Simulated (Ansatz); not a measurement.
## AlFH3P, SMILES [F][AlH][PH2]: a ladder of basis sets, step by step

With the Ansatz DFT code, driven from Python.

The cells in order, each with its output:

```python
import ansatz as az

molecule = (
    az.Crystal.molecule()
    .atom("F", (-1.7889, -1.0726, 0.9272))
    .atom("Al", (-0.4844, -0.8267, -0.2522))
    .atom("P", (1.2594, 0.6032, 0.247))
    .atom("H", (-0.4262, -1.5941, -1.6478))
    .atom("H", (0.8772, 1.6081, -0.7102))
    .atom("H", (0.6049, 1.2181, 1.3899))
)
```

```python
calc = molecule.calculation().correlation("mp2")
```

```python
energies = {}
for basis in ["cc-pVDZ", "cc-pVTZ"]:
    r = calc.basis(gaussian=basis).run(threads=1).report
    size = r["n_frozen"] + r["n_occupied"][0] + r["n_virtual"][0]
    energies[basis] = (r["reference_energy_ev"] / 27.211386246, r["free_energy_ev"] / 27.211386246)
    print(f"{basis:14s} {size:4d} orbitals  reference {energies[basis][0]:14.6f} Ha  total {energies[basis][1]:14.6f} Ha")
```

    cc-pVDZ          65 orbitals  reference    -683.912948 Ha  total    -684.290592 Ha
    cc-pVTZ         140 orbitals  reference    -683.975474 Ha  total    -684.468071 Ha

```python
# two-point extrapolation: the basis-set error of the correlation energy falls as X^-3
small, large = (energies[b][1] - energies[b][0] for b in ("cc-pVDZ", "cc-pVTZ"))
limit = (3 ** 3 * large - 2 ** 3 * small) / (3 ** 3 - 2 ** 3)
print(f"correlation energy: {small:.6f} and {large:.6f} Ha, extrapolated {limit:.6f} Ha")
print(f"share caught by the larger set: {100 * large / limit:.1f} %")
```

    correlation energy: -0.377644 and -0.492598 Ha, extrapolated -0.540999 Ha
    share caught by the larger set: 91.1 %

Against cc-pVDZ: cc-pVTZ -177.5 mHa. The last step alone is -177.48 mHa. From the first set to the last the time grows from 0.6 to 1.9 s.

Notes:
- The drop along the ladder measures the basis error, and is no property of the molecule.
- The geometry is a force-field or estimated start, not a minimum of this method, and the last set is no limit. Much of the fall in a total is atomic energy, which cancels in bond and reaction energies.
- Inner cores stay frozen, so this is valence correlation.
- For Al to Cl the sets with a tight d function, cc-pV(X+d)Z, are usual.
- An extrapolation from small basis sets is rough.
- It ran for 2.9 s on 1 thread of Arm Neoverse V1 (shared host), peak memory 0.26 GiB.
